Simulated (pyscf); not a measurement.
## Routes from ethane (H₃C–CH₃) + HO–Zn–OH

Candidate steps break at most two bonds and form at most two. Each was searched with GFN2-xTB (tblite) first. Single points on ωB97X-D3(BJ)/def2-SVP structures (PySCF, gas phase). Energies: ωB97M-D3(BJ)/def2-TZVP, kJ/mol, from the separated reactants, singlet surface; ΔG‡ with ideal gas, 1 atm, RRHO with modes under 100 cm⁻¹ raised to 100, one conformer, R ln 2 for chiral ones without a mode under 150 cm⁻¹.

```
products                             type    ΔE‡     ΔE  ΔG‡ 298 K  ΔG‡ 900 K  ν‡ (cm⁻¹)
-------------------  --------------------  -----  -----  ---------  ---------  ---------
H₃C–CH₂–Zn–OH + H₂O  four-centre exchange  149.4  +58.2      180.4      259.1      1441i
H₃C–Zn–OH + H₃C–OH   four-centre exchange  390.2  +90.0      424.7      500.7       635i
```

Row 1: On the product side the descent ends in a bound adduct (not fully relaxed), 54.5 kJ/mol under the separated species and 142.0 kJ/mol under the saddle at ωB97X-D3(BJ)/def2-TZVP. Row 2: On the product side the descent ends in an adduct with a O–Zn contact (not fully relaxed), 56.0 kJ/mol under the separated species and 359.2 kJ/mol under the saddle at ωB97X-D3(BJ)/def2-TZVP. 

Plain bond fissions and candidates not yet searched are not listed, and one of them may be faster. Each barrier is that of the saddle found; lower ones may exist. Elements up to Kr have no core potential and no relativistic terms here.
